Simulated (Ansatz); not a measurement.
Input file:

```yaml
crystal:
  periodic: [false, false, false]
  atoms:
    - {symbol: Si, position_ang: [0.000000, 0.000000, 2.088600]}
    - {symbol: Al, position_ang: [0.000000, 0.000000, -0.244867]}
    - {symbol: H, position_ang: [0.000000, 0.000000, -1.843733]}
basis:
  gaussian: {orbitals: 6-31G}
magnetization: {spin_polarized: true, initial_magnetization: 2}
correlation: {method: ccsdtq, electrons: outside_noble_gas}
```

```sh
$ ansatz run in.yaml --threads 1 --pin off --events-out ev --progress --plain --max-ram 2393MiB
```

The program prints:

```
541 factors; integrals over basis functions are off by at most 5.7e-8 eV
mean field evaluation 1: about -14456.6320 eV, gradient 5.3e0 eV
mean field evaluation 2: about -14456.6355 eV, gradient 5.3e0 eV
mean field evaluation 4: about -14457.0320 eV, gradient 6.5e-1 eV
mean field evaluation 8: about -14457.0405 eV, gradient 4.1e-3 eV
mean field evaluation 16: about -14457.0347 eV, gradient 2.1e-1 eV
mean field evaluation 32: about -14455.7084 eV, gradient 1.5e0 eV
mean field evaluation 64: about -14454.7441 eV, gradient 2.3e-3 eV
mean field evaluation 96: about -14452.3776 eV, gradient 7.9e-2 eV
mean field evaluation 128: about -14453.7888 eV, gradient 5.0e-2 eV
mean field evaluation 160: about -14453.7086 eV, gradient 9.8e-3 eV
mean field evaluation 192: about -14452.7053 eV, gradient 9.0e-4 eV
mean field -14457.04048143 eV, -531.2864383585 hartree, gradient 2.8e-6 eV, S^2 2.007429; 8 other end points of the search recorded, 0 dependent functions left out
determinant -14457.04048143 eV, -531.2864383585 hartree, with singles and doubles -14459.29244281 eV, -531.3691964130 hartree
determinant -14455.82827516 eV, -531.2418905997 hartree, with singles and doubles -14457.97861686 eV, -531.3209141998 hartree
determinant -14454.74406936 eV, -531.2020467714 hartree, with singles and doubles -14456.69129459 eV, -531.2736059789 hartree
determinant -14453.93212778 eV, -531.1722084688 hartree, with singles and doubles -14455.85640793 eV, -531.2429244600 hartree
determinant -14453.78881239 eV, -531.1669417253 hartree, with singles and doubles -14456.38347449 eV, -531.2622937988 hartree
determinant -14453.72431396 eV, -531.1645714517 hartree, with singles and doubles -14455.89750845 eV, -531.2444348764 hartree
determinant -14453.70858663 eV, -531.1639934832 hartree, with singles and doubles -14455.94702431 eV, -531.2462545506 hartree
10 core orbitals not correlated: weight in the atoms' cores, before any rotation towards them, 1.000 or more for the frozen orbitals, at most 0.000 for the correlated occupied ones
reference -14457.04048143 eV, -531.2864383585 hartree; 5, 3 occupied and 13, 15 virtual orbitals, 541 factors
second order -1.65357074 eV of doubles, -0.00000000 eV of singles
cycle   1  -2.02088234 eV  change   -3.7e-1 eV  update   8.5e-2
cycle   2  -2.27063726 eV  change   -2.5e-1 eV  update   4.2e-2
cycle   3  -2.35140122 eV  change   -8.1e-2 eV  update   2.3e-2
cycle   4  -2.35843942 eV  change   -7.0e-3 eV  update   8.7e-3
cycle   5  -2.35969232 eV  change   -1.3e-3 eV  update   3.5e-3
cycle   6  -2.36094713 eV  change   -1.3e-3 eV  update   1.7e-3
cycle   7  -2.36027858 eV  change    6.7e-4 eV  update   6.8e-4
cycle   8  -2.36020691 eV  change    7.2e-5 eV  update   3.1e-4
cycle   9  -2.36042174 eV  change   -2.1e-4 eV  update   1.4e-4
cycle  10  -2.36035985 eV  change    6.2e-5 eV  update   8.0e-5
cycle  11  -2.36037354 eV  change   -1.4e-5 eV  update   4.8e-5
cycle  12  -2.36036257 eV  change    1.1e-5 eV  update   2.7e-5
cycle  13  -2.36037704 eV  change   -1.4e-5 eV  update   1.5e-5
cycle  14  -2.36039083 eV  change   -1.4e-5 eV  update   7.9e-6
cycle  15  -2.36039137 eV  change   -5.4e-7 eV  update   4.3e-6
cycle  16  -2.36038928 eV  change    2.1e-6 eV  update   2.6e-6
cycle  17  -2.36038819 eV  change    1.1e-6 eV  update   1.5e-6
cycle  18  -2.36038751 eV  change    6.8e-7 eV  update   7.9e-7
Total energy: -14459.40086894 eV, -531.3731809995 hartree
```

For the same geometry and basis full CI lies 0.4 meV lower.

Ran on 1 thread of Arm Neoverse V1, shared host: 21 s wall, 0.2 GiB peak host memory.
